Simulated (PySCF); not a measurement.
Species: cyanoacetylene, C₃HN.
SMILES: `C#CC#N`

Method: PySCF 2.14.0, PBE/def2-TZVP geometry optimisation, gas phase.

Masses are those of the commonest isotopes; rigid-rotor values at the optimised geometry. 

Question: What are the moment of inertia and the rotational constant?

Answer: I = 111.435 u·Å², B = 505379 MHz·u·Å²/I = 4535 MHz (0.1513 cm⁻¹, or 0.218 K as hB/k).

Question: List the first levels of a rigid rotor in a Σ state.

Answer: E(J) = BJ(J+1): J = 1: 0.303, J = 2: 0.908, J = 3: 1.815, J = 4: 3.026, J = 5: 4.538, J = 6: 6.354 cm⁻¹.

Question: Where do the first rotational lines fall?

Answer: The dipole is 3.79 D; J+1 ← J lies at 2B(J+1): 1 ← 0 at 9.07 GHz, 2 ← 1 at 18.14 GHz, 3 ← 2 at 27.21 GHz, 4 ← 3 at 36.28 GHz, 5 ← 4 at 45.35 GHz, 6 ← 5 at 54.42 GHz.

Question: Estimate the classical rotational partition function at 25 K, 100 K and 500 K.

Answer: Point group C∞v, symmetry number σ = 1; q = kT/(σhB), k/h = 20836.6 MHz/K: 115 at 25 K, 459 at 100 K, 2300 at 500 K.

Not checked by PBE/def2-TZVP frequencies. These are rigid-rotor constants of the computed structure; measured ground-state constants (B0) also hold zero-point vibration.

On one thread, Arm Neoverse V1 (aarch64), on a shared host, this took 13 s wall and 0.43 GiB of memory at its peak. That covers the optimisation of the geometry.
